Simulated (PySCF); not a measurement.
# Telling isomers of C₄H₇F apart by NMR

Fast rotation and ring inversion assumed for equivalent nuclei, non-relativistic, one computed conformer, no solvent. Coordinates at the PBE0-D3(BJ)/def2-SVP level; couplings computed with B3LYP/pcJ-1 (spin–dipole term left out of most H,H and C,H couplings); σ from GIAO-PBE0/pcSseg-1; PySCF 2.14.0 with density-fitted response routines.

δ = σ(ref) − σ, references computed at the same level: 1H (31.27 ppm) and 13C (184.41 ppm) vs TMS. Multiplet labels drop J under 1 Hz and among equivalent protons, and merge close values. Unscaled 3J(H,H) run several per cent high. Vicinal couplings that depend on rotamer populations or ring flexing (ring, CH–CH, X–H and H–F types) are those of the one conformer. One-bond C–F couplings are unscaled and too large by tens of Hz. Shifts are as computed. Against solution values, carbons near 30 ppm lie about +2 ppm off and those near 130 ppm about +5 ppm. Of 1211 compounds with measured shifts, 218 miss one by over three times the rms of a fit or turn the order of signals round; such compounds aren't used in these exercises.

(1) Tabulate the signals of `C/C=C\CF`, `C/C=C(\C)F`, `C[C@@H]1C[C@H]1F` and their relative energies.

(2) What is the quickest way to tell C/C=C(\C)F from C[C@@H]1C[C@H]1F?

(3) What is the quickest way to tell C/C=C\CF from C/C=C(\C)F?

(4) What is the quickest way to tell C/C=C\CF from C[C@@H]1C[C@H]1F?

Results:

(1) 
| SMILES | carbon types | δC | δH | E rel. (kcal/mol) |
| --- | --- | --- | --- | --- |
| C/C=C\CF | 2×CH 1×CH2 1×CH3 | 135.4, 135.2, 78.8, 15.7 | 5.93 (m, 1H), 5.72 (m, 1H), 5.02 (m, 2H), 1.74 (m, 3H) | 7.8 |
| C/C=C(\C)F | 1×C 1×CH 2×CH3 | 164.8, 106.3, 14.4, 13.8 | 5.08 (dqq, 1H), 1.83 (d of quint, 3H), 1.64 (ddq, 3H) | 0.0 |
| C[C@@H]1C[C@H]1F | 2×CH 1×CH2 1×CH3 | 74.4, 17.3, 14.0, 13.7 | 3.83 (ddt, 1H), 0.98 (m, 3H), 0.92 (m, 1H), 0.91 (m, 1H), 0.20 (m, 1H) | 9.6 |

Energies are electronic energies at PBE0/pcSseg-1 on these geometries, without zero-point or thermal terms, each for the one conformer computed, which needn't be the lowest.

(2) Both give the same number of carbon signals, but DEPT or the intensities differ. The first has a fully substituted alkene carbon (C) at 164.8 ppm, the second a three-membered-ring carbon (CH2) at 14.0 ppm. Their most deshielded carbons lie at 164.8 and 74.4 ppm. In the proton spectra the most deshielded non-exchanging signals are 5.08 (dqq, J = 21.1, 8.5, 1.5 Hz, 1H) and 3.83 (ddt, J = 69.8, 7.0, 2.4 Hz, 1H).

(3) Both give the same number of carbon signals, but DEPT or the intensities differ. The first has an allylic sp3 CH2 bonded to F at 78.8 ppm, the second a fully substituted alkene carbon (C) at 164.8 ppm. Their most deshielded carbons lie at 135.4 and 164.8 ppm. In the proton spectra the most deshielded non-exchanging signals are 5.93 (m, 1H) and 5.08 (dqq, J = 21.1, 8.5, 1.5 Hz, 1H).

(4) Both give the same number of carbon signals, with the same numbers of each carbon type, so the positions decide. The first has an alkene CH at 135.4 ppm, the second a three-membered-ring carbon (CH) at 74.4 ppm. In the proton spectra the most deshielded non-exchanging signals are 5.93 (m, 1H) and 3.83 (ddt, J = 69.8, 7.0, 2.4 Hz, 1H).
